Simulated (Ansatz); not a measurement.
Basis-set series for `B[N][SiH3]` radical. Charge 0, multiplicity 2. The geometry is a stationary point of PBE0-D4/def2-TZVP.

```
functional       basis  functions  energy (Eh)  HOMO (eV)  LUMO (eV)
   PBE0-D4  def2-TZVPP        174   -371.88913      -7.77      -3.58
   PBE0-D4  def2-QZVPP        334   -371.90424      -7.78      -3.59
   ωB97M-V  def2-TZVPP        174   -372.04563      -9.89      -1.60
   ωB97M-V  def2-QZVPP        334   -372.05947      -9.90      -1.62
```

**Question.** Give the rows for def2-SVP. (Best estimate.)

**Answer.** The calculation gave: 
```json
{"functional": "PBE0-D4", "basis": "def2-SVP", "functions": "71", "energy (Eh)": "-371.69286", "HOMO (eV)": "-7.69", "LUMO (eV)": "-3.51"}
{"functional": "ωB97M-V", "basis": "def2-SVP", "functions": "71", "energy (Eh)": "-371.84363", "HOMO (eV)": "-9.77", "LUMO (eV)": "-1.48"}
```

HOMO and LUMO are taken over both spins.

Results of the Gaussian-basis code of Ansatz.
